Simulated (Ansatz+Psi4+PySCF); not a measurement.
Two shapes of doublet N2O(-).

Shape 1:

```xyz
3

N    -0.0169   -0.0054   -1.2412
N    -0.0149   -0.0086   -0.0711
O    -0.0158   -0.0025    1.1432
```

Shape 2:

```xyz
3

N     0.2409   -0.5339   -1.0838
N     0.0119   -0.0264   -0.0535
O    -0.2212    0.4903    0.9952
```

Basis set: aug-cc-pVTZ (spherical functions). Left uncorrelated: 3 orbitals. Correlation on ROHF uses semicanonical orbitals with singles. Charge -1, multiplicity 2.

Computed with Ansatz (development build ahead of 0.2.0) and Psi4 1.11; each method stands on the lowest determinant of its kind that the runs found.

Problem. Which shape is lower in energy, and by how much in each method?

Solution.

```csv
method,E(2) − E(1) (eV)
ROHF,-0.062
UHF,-0.055
ROHF-MP2,-0.058
UHF-MP2,-0.142
```

Shape 2 is lower. Caution for UHF, UHF-MP2: the unrestricted determinant is spin contaminated. Caution for UHF, ROHF-MP2, UHF-MP2: the determinant may break the point group. Caution for UHF-MP2: another reference gives a lower total.
